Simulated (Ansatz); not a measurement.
## Several solutions for singlet CH₂

| atom | x (Å) | y (Å) | z (Å) |
| --- | --- | --- | --- |
| C | 0.0000 | 0.0000 | 0.0000 |
| H | 1.7253 | 0.0000 | 1.3971 |
| H | -1.7253 | 0.0000 | 1.3971 |

Basis set: 6-31G (spherical functions). Charge 0, multiplicity 1.

PBE0 (unrestricted) was run from several starts with Ansatz (development build ahead of 0.2.0).

| run | program | start | converged | energy (hartree) | <S²> |
| --- | --- | --- | --- | --- | --- |
| A | Ansatz | stability test followed | yes | -38.82068 | 1.31 |
| B | Ansatz | atomic start, no search | yes | -38.79014 | 0.00 |
| C | Ansatz | search for the lowest state | yes | -38.82068 | 1.31 |

Problem. Which runs reached the lowest solution of this kind, and what is wrong with the others?

Solution. A, C reached the lowest solution found. Converged but too high: B by 0.83 eV. Convergence only shows a stationary point, and even a stable one can lie too high; stability tests and further starts are what find lower ones. Caution: charge can spread falsely over distant fragments. Caution: another spin multiplicity may lie lower. Caution: the unrestricted determinant is a mixture of spin states.
